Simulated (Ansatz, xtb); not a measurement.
AlH6Si2: which of two isomers lies lower

We compare X, `[AlH2][SiH][SiH3]`, a doublet, with Y, `[SiH2][AlH][SiH3]`, a doublet. Both are isolated molecules in the gas phase, relaxed with B3LYP-D3(BJ)/def2-SVP; the shapes shown needn't be the lowest conformers.

X (Å):

```xyz
9

Al    0.1774   -1.6172   -2.4031
Si    2.2243   -1.2983   -1.2170
Si    2.4246   -0.6910    1.0311
H     0.2077   -2.0309   -3.9325
H    -1.1775   -1.4020   -1.6098
H     3.5567   -1.4768   -1.8723
H     3.1596   -1.7355    1.8071
H     1.0596   -0.5308    1.6125
H     3.1648    0.5992    1.1761
```

Y (Å):

```yaml
atoms:
  - { symbol: Al, position_ang: [2.1095, -1.4799, -1.4628] }
  - { symbol: Si, position_ang: [-0.1953, -2.0463, -1.6039] }
  - { symbol: Si, position_ang: [2.8688, -0.2774, 0.5358] }
  - { symbol: H, position_ang: [-0.8640, -2.7718, -2.7242] }
  - { symbol: H, position_ang: [-1.2015, -1.7152, -0.5523] }
  - { symbol: H, position_ang: [3.0532, -1.9032, -2.6653] }
  - { symbol: H, position_ang: [3.9230, -1.0498, 1.2669] }
  - { symbol: H, position_ang: [3.4625, 1.0500, 0.1776] }
  - { symbol: H, position_ang: [1.7446, -0.0285, 1.4904] }
```

Quicker runs give these differences E(Y) − E(X): GFN2-xTB +6.48 kcal/mol; HF/STO-3G +5.84 kcal/mol (at GFN2-xTB geometries); r2SCAN-D4/def2-SVP +4.31 kcal/mol (at GFN2-xTB geometries).

Q: Estimate E(Y) − E(X) at the level CCSD(T)/def2-SVP + ΔMP2/def2-TZVPP.

A: Too close to call at this level: CCSD(T)/def2-SVP + ΔMP2/def2-TZVPP gives E(Y) − E(X) = +1.58 kcal/mol.

How the difference moves with the method:

```
                             level               geometry  E(Y) − E(X) (kcal/mol)  departure from the last row (kcal/mol)  job, with rough time for the two
                          GFN2-xTB               GFN2-xTB                     +6.48                                   +4.90               optimisation, 0.5 s
                         HF/STO-3G               GFN2-xTB                     +5.84                                   +4.26               single point, 0.5 s
                r2SCAN-D4/def2-SVP               GFN2-xTB                     +4.31                                   +2.74               single point, 4.5 s
             B3LYP-D3(BJ)/def2-SVP  B3LYP-D3(BJ)/def2-SVP                     +1.95                                   +0.37             optimisation, 2.8 min
                       HF/def2-SVP  B3LYP-D3(BJ)/def2-SVP                     +2.62                                   +1.04           part of the CCSD(T) run
                      MP2/def2-SVP  B3LYP-D3(BJ)/def2-SVP                     +2.60                                   +1.02           part of the CCSD(T) run
                  CCSD(T)/def2-SVP  B3LYP-D3(BJ)/def2-SVP                     +1.82                                   +0.24                      single point
CCSD(T)/def2-SVP + ΔMP2/def2-TZVPP  B3LYP-D3(BJ)/def2-SVP                     +1.58                                                        single point, 20 s
```

As drawn, Y has 1 Al–Si, 1 Si–H in place of 1 Si–Si, 1 Al–H.

The largest departure from CCSD(T)/def2-SVP + ΔMP2/def2-TZVPP is that of GFN2-xTB, 4.90 kcal/mol. The last row adds to CCSD(T) the change of the MP2 difference between the two basis sets, here −0.24 kcal/mol.

With harmonic frequencies from B3LYP-D3(BJ)/def2-SVP (ideal gas, rigid rotor, one conformer each, 400 K, 1 atm): on the last row, ΔE + ΔZPE = +1.58 kcal/mol. A mode under 50 cm⁻¹ makes harmonic enthalpies and free energies unreliable, so none is given.

Open shells are spin-unrestricted. The correlated steps freeze 15 core orbitals. Programs: Ansatz 0.2.0, xtb 6.7.1; the last row on 2 threads of Intel(R) Xeon(R) Platinum 8259CL CPU @ 2.50GHz (Skylake/Cascade Lake) on a shared host.
